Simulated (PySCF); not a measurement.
**PO2 (phosphorus dioxide): UB3LYP/STO-6G**

What is the vertical ionisation energy of PO2 (phosphorus dioxide) at UB3LYP/STO-6G? The job is set up through a Python script.

Program for the calculation: PySCF 2.14.0.

21 further runs of the same task are left out: 8 that didn't finish, 13 set aside as unsound or not needed.

## (1) The structure to begin with

The species is PO2 (3 atoms), meant as a doublet with charge 0. SMILES: `[O]P=O`. The coordinates come from a GFN2-xTB relaxation.

Bond lengths: O1–P2 1.464 Å, P2–O3 1.464 Å. Angles: O1–P2–O3 123.4°.

## (2) A single-point energy at UB3LYP/STO-6G

calc.py reads:

```python
from pyscf import gto, dft

mol = gto.M(
    atom=[
    ('O', (0.331710, 1.226310, 0.317670)),
    ('P', (-0.403940, 0.077030, -0.212130)),
    ('O', (0.072230, -1.303340, -0.105540)),
],
    basis='sto-6g',
    max_memory=1860,
    verbose=3,
    spin=1,
)

ks = dft.UKS(mol)
ks.xc = 'b3lyp'
ks.conv_tol = 1e-10
ks.grids.level = 5
ks.kernel()
if not ks.converged:
    ks = ks.newton().run(ks.mo_coeff, ks.mo_occ)

e_tot = ks.e_tot
print('Final energy', e_tot)
```

On the command line:

```console
$ OMP_NUM_THREADS=1 python calc.py
```

The log of the run:

```text
WARN: HOMO -0.234431866669748 >= LUMO -0.23443186666975

converged SCF energy = -489.795842636203  <S^2> = 0.75477796  2S+1 = 2.0047723
Final energy -489.79584263620336
```

Wall time 4.8 s (1 thread of Arm Neoverse V1, shared host); peak memory 0.2 GiB.

## (3) The singlet cation at the same level

mol.xyz reads:

```xyz
3
O2P
O      0.331710     1.226310     0.317670
P     -0.403940     0.077030    -0.212130
O      0.072230    -1.303340    -0.105540
```

run.py reads:

```python
from pyscf import gto, dft

mol = gto.M(
    atom='mol.xyz',
    max_memory=1860,
    spin=0,
    basis='sto-6g',
    charge=1,
    verbose=4,
)

ks = dft.RKS(mol, xc='b3lyp')
ks.conv_tol = 1e-10
ks.grids.level = 5
ks.kernel()
if not ks.converged:
    ks = ks.newton().run(ks.mo_coeff, ks.mo_occ)

e_final = ks.e_tot
print('Final energy', e_final)
```

On the command line:

```console
$ OMP_NUM_THREADS=1 python run.py
```

The log of the run:

```text
PySCF version 2.14.0

[INPUT] num. atoms = 3
[INPUT] num. electrons = 30
[INPUT] charge = 1
[INPUT] spin (= nelec alpha-beta = 2S) = 0
[INPUT] symmetry False subgroup None
[INPUT] Mole.unit = angstrom
[INPUT] Symbol           X                Y                Z      unit          X                Y                Z       unit  Magmom
[INPUT]  1 O      0.331710000000   1.226310000000   0.317670000000 AA    0.626841052779   2.317390043815   0.600309297991 Bohr   0.0
[INPUT]  2 P     -0.403940000000   0.077030000000  -0.212130000000 AA   -0.763335970757   0.145565603375  -0.400867602804 Bohr   0.0
[INPUT]  3 O      0.072230000000  -1.303340000000  -0.105540000000 AA    0.136494917977  -2.462955647191  -0.199441695187 Bohr   0.0

nuclear repulsion = 99.8915577987568
number of shells = 11
number of NR pGTOs = 114
number of NR cGTOs = 19
basis = sto-6g
ecp = {}

******** <class 'pyscf.dft.rks.RKS'> ********
method = RKS
initial guess = minao
damping factor = 0
level_shift factor = 0
DIIS = <class 'pyscf.scf.diis.CDIIS'>
diis_start_cycle = 1
diis_space = 8
diis_damp = 0
SCF conv_tol = 1e-10
SCF conv_tol_grad = None
SCF max_cycles = 50
direct_scf = True
direct_scf_tol = 1e-13
XC library pyscf.dft.libxc version 7.0.0
    S. Lehtola, C. Steigemann, M. J.T. Oliveira, and M. A.L. Marques.,  SoftwareX 7, 1–5 (2018)
XC functionals = b3lyp
    P. J. Stephens, F. J. Devlin, C. F. Chabalowski, and M. J. Frisch.,  J. Phys. Chem. 98, 11623 (1994)
radial grids:
    Treutler-Ahlrichs [JCP 102, 346 (1995); DOI:10.1063/1.469408] (M4) radial grids

becke partition: Becke, JCP 88, 2547 (1988); DOI:10.1063/1.454033
pruning grids: <function nwchem_prune>
grids dens level: 5
symmetrized grids: False
atomic radii adjust function: <function treutler_atomic_radii_adjust>
small_rho_cutoff = 0
Set gradient conv threshold to 1e-05
Initial guess from minao.
tot grids = 129544
init E= -490.326739670579
  HOMO = -0.393371823818945  LUMO = -0.234431866669752  gap/eV = 4.32498
cycle= 1 E= -489.008430767457  delta_E= 1.32  |g|= 1.12  |ddm|= 2.99
  HOMO = -0.309307623792071  LUMO = -0.261207964565995  gap/eV = 1.30886
cycle= 2 E= -488.225385091332  delta_E= 0.783  |g|= 1.69  |ddm|= 4.09
  HOMO = -0.561223406538752  LUMO = -0.444234688055362  gap/eV = 3.18343
cycle= 3 E= -489.500374650478  delta_E= -1.27  |g|= 0.0515  |ddm|=  2.8
  HOMO = -0.568099160288416  LUMO = -0.44604037390425  gap/eV = 3.32139
cycle= 4 E= -489.501046812223  delta_E= -0.000672  |g|= 0.0366  |ddm|= 0.0939
  HOMO = -0.568074166254776  LUMO = -0.446060490456681  gap/eV = 3.32016
cycle= 5 E= -489.501386801271  delta_E= -0.00034  |g|= 0.0119  |ddm|= 0.0512
  HOMO = -0.567888439925088  LUMO = -0.446098939355968  gap/eV = 3.31406
cycle= 6 E= -489.501427531645  delta_E= -4.07e-05  |g|= 0.000777  |ddm|= 0.0132
  HOMO = -0.567927752312184  LUMO = -0.446108427610395  gap/eV = 3.31487
cycle= 7 E= -489.501427718238  delta_E= -1.87e-07  |g|= 0.000192  |ddm|= 0.000841
  HOMO = -0.567947333319989  LUMO = -0.446113858808091  gap/eV = 3.31526
cycle= 8 E= -489.501427730579  delta_E= -1.23e-08  |g|= 2.45e-06  |ddm|= 0.000241
  HOMO = -0.567946980080581  LUMO = -0.446113505885105  gap/eV = 3.31526
cycle= 9 E= -489.501427730583  delta_E= -3.52e-12  |g|= 4.29e-07  |ddm|= 4.17e-06
  HOMO = -0.56794711812842  LUMO = -0.446113571599153  gap/eV = 3.31526
Extra cycle  E= -489.501427730582  delta_E= 7.96e-13  |g|= 1.1e-06  |ddm|= 1.78e-06
converged SCF energy = -489.501427730582
Final energy -489.5014277305819
```

It took 3.3 s on 1 thread of Arm Neoverse V1, shared host; peak memory 0.19 GiB.

## (4) Outcome

Level: UB3LYP/STO-6G.

```
                                          quantity          value
                         doublet PO2: total energy  -489.79584 Eh
                        doublet PO2: dipole moment         1.04 D
   doublet PO2: HOMO energy (highest over α and β)       -3.83 eV
    doublet PO2: LUMO energy (lowest over α and β)       -0.26 eV
                                 doublet PO2: ⟨S²⟩          0.755
                      singlet cation: total energy  -489.50143 Eh
                       singlet cation: HOMO energy      -15.45 eV
                       singlet cation: LUMO energy      -12.14 eV
                     singlet cation: HOMO–LUMO gap        3.32 eV
vertical ionisation energy (to the singlet cation)       8.011 eV
```

**Reading.** Removing an electron at fixed nuclei costs 8.01 eV (773 kJ/mol). Only the singlet of the ionised species was computed; a triplet could lie lower. In a minimal basis such a difference can be off by several eV, whatever the method. Mulliken charges (doublet PO2) run from -0.38 on O1 to +0.76 on P2; they depend strongly on the basis.
